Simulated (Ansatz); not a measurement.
Reaction (SMILES): [N]=O (N-O) → N atom + O atom
B3LYP-D3(BJ)/def2-TZVP geometries, fixed; electronic energies without zero-point terms.

Basis-set convergence of the atomisation energy at HF with Ansatz (a quantum-chemistry and plane-wave program). All functions are spherical. Open shells are unrestricted. No added dispersion term, no relativity. Functions are those of the species that has most. Reference: the value in pcseg-4, 54.38 kcal/mol, itself unsure by roughly 0.23 kcal/mol (its mean distance from aug-pcseg-3, aug-cc-pVQZ, cc-pV5Z). Deviations are taken from unrounded values.

| basis | functions | atomisation energy (kcal/mol) |
|---|---|---|
| cc-pVDZ | 28 | 48.82 |
| aug-cc-pVDZ | 46 | 50.70 |
| def2-SVP | 28 | 53.26 |
| def2-SVPD | 43 | 54.03 |
| pcseg-1 | 28 | 48.73 |
| aug-pcseg-1 | 46 | 52.96 |
| 6-311G** | 36 | 49.02 |
| 6-311+G** | 44 | 49.04 |
| cc-pVTZ | 60 | 53.33 |
| aug-cc-pVTZ | 92 | 53.37 |
| pcseg-2 | 60 | 53.66 |
| aug-pcseg-2 | 92 | 54.07 |
| def2-TZVPP | 62 | 53.43 |
| def2-TZVPPD | 77 | 53.50 |
| cc-pVQZ | 110 | 54.05 |
| aug-cc-pVQZ | 160 | 54.17 |
| def2-QZVPP | 114 | 53.93 |
| def2-QZVPPD | 129 | 54.04 |
| pcseg-3 | 120 | 54.59 |
| aug-pcseg-3 | 170 | 54.63 |

What the diffuse functions change, pair by pair:
- cc-pVDZ to aug-cc-pVDZ: 18 more functions, deviation -5.56 to -3.68 kcal/mol
- def2-SVP to def2-SVPD: 15 more functions, deviation -1.12 to -0.35 kcal/mol
- pcseg-1 to aug-pcseg-1: 18 more functions, deviation -5.65 to -1.42 kcal/mol
- 6-311G** to 6-311+G**: 8 more functions, deviation -5.37 to -5.34 kcal/mol
- cc-pVTZ to aug-cc-pVTZ: 32 more functions, deviation -1.05 to -1.01 kcal/mol
- pcseg-2 to aug-pcseg-2: 32 more functions, deviation -0.73 to -0.31 kcal/mol
- def2-TZVPP to def2-TZVPPD: 15 more functions, deviation -0.96 to -0.88 kcal/mol
- cc-pVQZ to aug-cc-pVQZ: 50 more functions, deviation -0.33 to -0.21 kcal/mol
- def2-QZVPP to def2-QZVPPD: 15 more functions, deviation -0.45 to -0.34 kcal/mol
- pcseg-3 to aug-pcseg-3: 50 more functions, deviation 0.21 to 0.24 kcal/mol

They bring the value nearer the reference by more than 0.23 kcal/mol in 4 of 10 pairs.
